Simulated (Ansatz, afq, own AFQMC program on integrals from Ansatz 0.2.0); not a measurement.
## GeH⁻, singlet in aug-cc-pVDZ, levels against full CI

```xyz
2

Ge    0.0000    0.0000    0.0000
H     0.0000    0.0000    4.4300
```

Basis aug-cc-pVDZ. Only valence electrons are correlated. Ansatz 0.2.0 and our own AFQMC program on the same integrals; the CISD trial comes from CCSD amplitudes, and released means the phaseless constraint is let go. Error bars are statistical, one sigma. No spin–orbit coupling.

Determinant: RHF, the one that the program's search chose, which needn't be the lowest solution. The geometry is a point of a scan.

Full CI on the same integrals is exact in this basis and with this determinant's frozen core.

Cautions: no relativity below Rb; no spin-orbit coupling; inner d shell frozen; higher spins were not checked; restricted determinant unstable towards unrestricted (UHF 1.94 eV lower, ⟨S²⟩ 2.01); strong correlation (T1 0.113, weight of the determinant 0.66, largest double 0.30); (T) is large, 7 % of the CCSD correlation; (Q) is large, 119 meV, so the cluster series hasn't closed; the CCSDT(Q) amplitudes may be one of several solutions (largest double 0.75); the CCSDTQ amplitudes may be one of several solutions (largest double 0.85); the released energies are still falling, so no released level is given (meV from the phaseless value at times in 1/Eh: -6 ± 4 at 0.24, -16 ± 5 at 0.51, -26 ± 4 at 0.99, -39 ± 7 at 1.62, -59 ± 8 at 2.40); the determinant fills πx and πy unequally, so it mixes two states of the linear molecule, and each level undoes that mixture to a different degree, while full CI gives the lower state, and by Hund's rule a triplet of that filling probably lies lower still; CCSDTQ on the UHF determinant differs (986 meV lower), perhaps since the unrestricted series falls towards higher spin.

The T1 diagnostic is 0.1127, the weight of the determinant in the CISD state is 0.664 and the size of the correlated space is 6 electrons in 31 orbitals.

| level | correlation energy (eV) |
| --- | --- |
| MP2 | -2.1790 |
| CCSD | -3.2933 |
| CCSD(T) | -3.5109 |

Estimate where phaseless AFQMC with a CISD trial lies against CCSD(T) on the same integrals.

6.8 ± 0.5 kJ/mol above CCSD(T).

Reference: full CI, correlation energy -3.723 eV. The cautions show a poor starting determinant, so the rows tell how each method copes with it here, and full CI is the sure value.

```tsv
level	E − E(reference) (kJ/mol)	share of correlation (%)
CCSD(T)	20.4	94.31
CCSDT	4.9	98.63
CCSDT(Q)	-6.6	101.83
CCSDTQ	0.9	99.75
ph-AFQMC/CISD	27.3 ± 0.5	92.41
```

CCSDT and higher add their correlation energy to the determinant of the CCSD(T) run, since their own runs factorise the integrals more tightly (a shift of under 2 meV).
